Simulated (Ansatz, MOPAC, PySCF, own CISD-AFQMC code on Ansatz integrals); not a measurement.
Constitutional and geometric isomers with formula C2H6O. Isolated molecules, 0 K electronic values unless said otherwise. One relaxed conformer stands for each flexible species; it need not be the lowest. Strings in code marks are SMILES.

Quantity: electronic energy of isomers of C2H6O relative to `CCO` (C–C–O–H torsion 58°), in kJ/mol. AFQMC values (own CISD-AFQMC code on Ansatz (a quantum-chemistry and plane-wave program) integrals) carry a statistical error of up to ±1.45 kJ/mol (one standard error) and the bias of the phaseless constraint. Semi-empirical values (MOPAC) are differences of heats of formation.

Level 1: composite: frozen-core CCSD(T) with HF/cc-pVQZ and the correlation energy extrapolated as X^-3 from cc-pVTZ and cc-pVQZ, plus phaseless AFQMC minus CCSD(T) in cc-pVDZ // PBE0-D3(BJ)/def2-TZVP (Ansatz)
Level 2: frozen-core CCSD(T) with HF/cc-pVQZ and the correlation energy extrapolated as X^-3 from cc-pVTZ and cc-pVQZ // PBE0-D3(BJ)/def2-TZVP (Ansatz)
Level 3: PBE-D3(BJ)/def2-TZVP // PBE0-D3(BJ)/def2-TZVP (PySCF)
Level 4: PM6 // PBE0-D3(BJ)/def2-TZVP (MOPAC)

| species | level 1 | level 2 | level 3 | level 4 |
|---|---|---|---|---|
| `COC` | 50.1 | 51.1 | 45.4 | 53.6 |
